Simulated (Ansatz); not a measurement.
**BSi+ (singlet): from Hartree-Fock to the top rungs, cc-pVDZ**

The task here is to estimate one member of a computed series from the others.

Program: Ansatz 0.2.0, Gaussian basis. Level of theory: cc-pVDZ, core rule «outside noble gas», up to 6 orbitals frozen. These are calculated values, not measurements.

Plan: UHF; CCSD(T) on RHF; CCSD(T) on UHF; BCCD(T) on RHF; CISD; CCSDT(Q) on RHF; CCSDT(Q) on UHF; CISDTQ; CCSDTQ on RHF; CASSCF and MRCISD+Q, 6 electrons in 8 orbitals; CASSCF and MRCISD+Q(relaxed), 6 electrons in 8 orbitals; CASSCF and NEVPT2, 6 electrons in 8 orbitals; Full CI; Full CI in the symmetry of the determinant.

10 further runs of the same task are left out: 3 that didn't finish, 7 set aside as unsound or not needed. Runs told in other sessions of the task aren't counted.

### The system

The geometry is a PBE0/def2-TZVP stationary point (not a proven minimum) of the parent state, kept for this charge and spin.

2 atoms, charge 1, spin multiplicity 1.

Atoms are counted from 1 here; the program's logs count them from 0.

Bond lengths: Si1–B2 2.095 Å.

As a file:

| atom | x (Å) | y (Å) | z (Å) |
| --- | --- | --- | --- |
| Si1 | 0.0000 | 0.0000 | 0.0000 |
| B2 | 0.0000 | 0.0000 | 2.0949 |

Set-up of the first run:

Contents of in.yaml:

```yaml
crystal:
  periodic: [false, false, false]
  atoms:
    - {symbol: Si, position_ang: [0.000000, 0.000000, 0.000000]}
    - {symbol: B, position_ang: [0.000000, 0.000000, 2.094900]}
basis:
  gaussian: {orbitals: cc-pVDZ}
total_charge: 1
magnetization: {spin_polarized: true, initial_magnetization: 0}
hamiltonian: {xc: hf}
output: {orbitals: {seedname: orbitals}}
```

Run with:

```
ansatz run in.yaml --threads 1 --pin off --events-out ev --progress --plain --max-ram 2393MiB
```

Steps of the session up to this table: UHF; CCSD(T) on RHF; CCSD(T) on UHF; BCCD(T) on RHF; CISD; CCSDT(Q) on RHF; CCSDT(Q) on UHF; CISDTQ; CCSDTQ on RHF; CASSCF and MRCISD+Q, 6 electrons in 8 orbitals; CASSCF and MRCISD+Q(relaxed), 6 electrons in 8 orbitals; CASSCF and NEVPT2, 6 electrons in 8 orbitals; Full CI; Full CI in the symmetry of the determinant.

One of the session's tables, all rows but one given; the rest of the session is left out.

```
                   method  from FCI (meV)
           CASSCF valence         +1721.4
           NEVPT2 valence               ?
           MRCISD valence           +79.3
         MRCISD+Q valence            +1.5
MRCISD+Q(relaxed) valence           -34.5
                      FCI               0
```

**Question.** Estimate the row for NEVPT2 valence.

As computed: from FCI (meV): +464.2. In the column «from FCI (meV)» it lies between MRCISD valence (+79.3) and CASSCF valence (+1721.4).

Left out of the table: RHF, UHF, RMP2, UMP2, CISD, RCCSD, UCCSD, RCCSD(T), UCCSD(T), BCCD(T), RCCSDT, UCCSDT, CISDTQ, RCCSDT(Q), UCCSDT(Q), RCCSDTQ (another determinant or state than the rows shown). UCCSDT(Q) lies 0.58 eV below the table's zero, so the state tabled may not be the lowest.

Limits of these values: The determinant of HF (⟨S²⟩ 1.05) is far from a pure spin state, so its energy mixes those of several spin states; that is harmless only where they are near-degenerate. The determinant of CCSD(T) (⟨S²⟩ 1.05) is far from a pure spin state, so its energy mixes those of several spin states; high orders of coupled cluster remove much of that, low ones don't. The determinant of CCSDT(Q) (⟨S²⟩ 1.05) is far from a pure spin state, so its energy mixes those of several spin states; high orders of coupled cluster remove much of that, low ones don't. The report flags that the cluster equations may have other roots. MRCISD+Q(relaxed) valence falls below full CI: the +Q correction isn't variational, and the cores differ from full CI's.
